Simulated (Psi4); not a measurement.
# UTPSS/6-31G(d) (spherical functions, sweep point 4) run of CClF2 (SMILES F[C](F)Cl)

Aim: the vertical electron affinity of CClF2 at UTPSS/6-31G* (spherical functions, sweep point 4), from 2 runs. 

The results are computed with Psi4 1.11.

4 further runs of the same task are left out: 4 set aside as unsound or not needed.

### Step 1. The system as given

CClF2: 4 atoms, total charge 0, spin state doublet. SMILES: `F[C](F)Cl`. Geometry: relaxed at PBE0-D4/def2-TZVP.

Bond lengths: F1–C2 1.315 Å, C2–F3 1.315 Å, C2–Cl4 1.719 Å. Angles: F1–C2–F3 110.6°, F1–C2–Cl4 114.1°, F3–C2–Cl4 114.1°.

### Step 2. A single-point energy at UTPSS/6-31G(d) (spherical functions, sweep point 4)

File input.dat:

```
memory 1600 MB

molecule molecule1 {
  0 2
  F      0.04951082     0.31993063     2.44643944
  C     -0.43577084    -0.35942591     0.10658055
  F      1.08281307    -2.19340511    -0.60206674
  Cl    -0.59148428     2.11876093    -1.98931469
  units bohr
  symmetry c1
}

set basis 6-31G*
set reference uks
set puream true
set scf_type pk
set dft_radial_points 99
set dft_spherical_points 590
set d_convergence 1e-05
set e_convergence 1e-05
set maxiter 150

e_tot = energy("tpss")
print_variables()
```

On the command line:

```
psi4 input.dat output.dat -n 1
```

output.dat:

```text
[...]
  Running in c1 symmetry.
[...]
  Nuclear repulsion =  158.060087713314061
[...]
  Multiplicity = 2
[...]
  Nalpha       = 21
  Nbeta        = 20
[...]
    Number of basis functions: 60
[...]
   @UKS iter   1:  -697.89557370816101   -1.87643e-02   4.96276e-03 DIIS/ADIIS
[...]
   @UKS iter   7:  -697.92899306595064   -4.11245e-06   7.29837e-06 DIIS
[...]
   @S^2 Observed:                7.517517802E-01
[...]
    Orbital Energies [Eh]
    ---------------------
    Alpha Occupied:
       1A   -101.013550     2A    -24.477903     3A    -24.477882
       4A    -10.210419     5A     -9.269179     6A     -7.050595
       7A     -7.039307     8A     -7.038244     9A     -1.230253
      10A     -1.169482    11A     -0.832488    12A     -0.625904
      13A     -0.536727    14A     -0.506864    15A     -0.493780
      16A     -0.405010    17A     -0.391704    18A     -0.382413
      19A     -0.323529    20A     -0.309251    21A     -0.201045
    Alpha Virtual:
      22A      0.000990    23A      0.119322    24A      0.139406
      25A      0.335866    26A      0.384503    27A      0.415575
[...]
  @UKS Final Energy:  -697.92899306595064
   => Energetics <=
    Nuclear Repulsion Energy =            158.0600877133140614
    One-Electron Energy =               -1279.0723621451288636
    Two-Electron Energy =                 477.7446358955212418
    DFT Exchange-Correlation Energy =     -54.6613545296570464
    Empirical Dispersion Energy =           0.0000000000000000
    VV10 Nonlocal Energy =                  0.0000000000000000
    Total Energy =                       -697.9289930659506354
[...]
 Multipole Moments:
 ------------------------------------------------------------------------------------
     Multipole            Electronic (a.u.)      Nuclear  (a.u.)        Total (a.u.)
 ------------------------------------------------------------------------------------
 L = 1.  Multiply by 2.5417464519 to convert [e a0] to [Debye]
 Dipole X            :          0.3546544           -0.3555241           -0.0008697
 Dipole Y            :         -0.5274761            0.5054493           -0.0220267
 Dipole Z            :          0.5550490           -0.5372316            0.0178173
 Magnitude           :                                                    0.0283441
[...]
```

Wall time 22 s (1 thread of Intel Xeon Platinum 8259CL at 2.50GHz (Skylake/Cascade Lake), shared host); peak memory 1.1 GiB.

### Step 3. The singlet anion

File calc.in:

```
memory 1.6 GB

molecule {
  -1 1
  F      0.04951082     0.31993063     2.44643944
  C     -0.43577084    -0.35942591     0.10658055
  F      1.08281307    -2.19340511    -0.60206674
  Cl    -0.59148428     2.11876093    -1.98931469
  units au
  symmetry c1
}

set reference rks
set puream true
set scf_type pk
set dft_radial_points 99
set dft_spherical_points 590
set d_convergence 1e-05
set e_convergence 1e-05

e_tot, wfn = energy('tpss/6-31G*', return_wfn=True)
```

On the command line:

```
psi4 calc.in calc.out -n 1
```

calc.out:

```text
[...]
  Running in c1 symmetry.
[...]
  Nuclear repulsion =  158.060087713314061
[...]
  Multiplicity = 1
[...]
  Nalpha       = 21
  Nbeta        = 21
[...]
    Number of basis functions: 60
[...]
   @RKS iter   1:  -697.77176945610245    1.05040e-01   8.59942e-03 DIIS/ADIIS
[...]
   @RKS iter   7:  -697.89516684738078   -5.31316e-07   9.88591e-06 DIIS
[...]
    Orbital Energies [Eh]
    ---------------------
    Doubly Occupied:
       1A   -100.736930     2A    -24.169720     3A    -24.169700
       4A     -9.814106     5A     -8.991605     6A     -6.770494
       7A     -6.762818     8A     -6.762001     9A     -0.923936
      10A     -0.866819    11A     -0.544432    12A     -0.325712
      13A     -0.235311    14A     -0.212647    15A     -0.172717
      16A     -0.111153    17A     -0.101804    18A     -0.093961
      19A     -0.053701    20A     -0.045375    21A      0.183516
[...]
  @RKS Final Energy:  -697.89516684738078
   => Energetics <=
    Nuclear Repulsion Energy =            158.0600877133140614
    One-Electron Energy =               -1291.0045459512025445
    Two-Electron Energy =                 490.1065627292961153
    DFT Exchange-Correlation Energy =     -55.0572713387884392
    Empirical Dispersion Energy =           0.0000000000000000
    VV10 Nonlocal Energy =                  0.0000000000000000
    Total Energy =                       -697.8951668473807786
[...]
 Multipole Moments:
 ------------------------------------------------------------------------------------
     Multipole            Electronic (a.u.)      Nuclear  (a.u.)        Total (a.u.)
 ------------------------------------------------------------------------------------
 L = 1.  Multiply by 2.5417464519 to convert [e a0] to [Debye]
 Dipole X            :          0.9863589           -0.3555241            0.6308348
 Dipole Y            :         -0.3318291            0.5054493            0.1736202
 Dipole Z            :          0.6078699           -0.5372316            0.0706383
 Magnitude           :                                                    0.6580929
[...]
```

Run time: 16 s. Hardware: 1 thread of Intel Xeon Platinum 8259CL at 2.50GHz (Skylake/Cascade Lake), shared host; peak memory 1.1 GiB.

### Step 4. Summary of results

At UTPSS/6-31G* (spherical functions, sweep point 4):

| quantity | value |
| --- | --- |
| doublet CClF2: total energy | -697.92899 Eh |
| doublet CClF2: dipole moment | 0.07 D |
| doublet CClF2: HOMO energy (highest over α and β) | -5.47 eV |
| doublet CClF2: LUMO energy (lowest over α and β) | -2.90 eV |
| doublet CClF2: ⟨S²⟩ | 0.752 |
| singlet anion: total energy | -697.89517 Eh |
| singlet anion: HOMO energy | 4.99 eV |
| singlet anion: LUMO energy | 7.88 eV |
| singlet anion: HOMO–LUMO gap (to an unbound level, set by the basis) | 2.89 eV |
| vertical electron affinity (to the singlet anion) | -0.920 eV |

What this shows: The anion lies 0.92 eV (21.2 kcal/mol) above the neutral: the electron isn't bound at this level, and such a value depends on the basis. Without diffuse functions anions come out too high. The HOMO (singlet anion) lies at positive energy, 4.99 eV, as semi-local functionals often give for anions; only total energies tell whether the electron is bound.
